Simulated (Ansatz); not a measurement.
A made-up structure of CH₅BN (charge -1), closed shell:

| atom | x (Å) | y (Å) | z (Å) |
| --- | --- | --- | --- |
| C1 | -0.9640 | 0.7861 | -0.7452 |
| B2 | 0.0030 | 0.2787 | 0.4690 |
| N3 | 0.9847 | -1.0578 | 0.4186 |
| H4 | -1.0587 | 0.2230 | -1.8314 |
| H5 | -1.6740 | 1.7743 | -0.6547 |
| H6 | 0.0790 | 0.9410 | 1.6723 |
| H7 | 1.0152 | -1.6366 | -0.5160 |
| H8 | 1.6149 | -1.3087 | 1.1872 |

It is relaxed with PBE-D4/def2-SVPD and then PBE0-D4/def2-TZVPD (Ansatz 0.2.0). Atoms count as bonded within 1.22 times the sum of their covalent radii (H–H: 0.88 Å). The end point is not checked to be a true minimum.

Q: Does its bonding change? (A judgement: the text doesn't fix the answer.)

A: By the calculation: No: no bond forms or breaks.

Where it ends: The first stage lowers the energy by 1.38 eV in 8 steps. It ends as CH₅BN ([CH2][BH][NH2]), total charge -1:
```xyz
8
angstrom
C -0.8481 0.7115 -0.6713
B -0.0386 0.2172 0.4389
N 0.7323 -1.0574 0.4447
H -0.9438 0.1999 -1.6356
H -1.4476 1.6204 -0.6073
H 0.0450 0.8209 1.5055
H 0.9213 -1.4493 -0.4682
H 1.5793 -1.0632 0.9932
```

Labels in which every atom is bracketed show which atoms are joined, not bond orders.

For scale, one of the runs: PBE0-D4/def2-TZVPD relaxation, 156 basis functions, launched by `ansatz run in.yaml --threads 2 --pin off --events-out ev --progress --plain --max-ram 4352MiB`. The run took about 20 s on 2 CPU threads of an Arm Neoverse V1 (shared host).
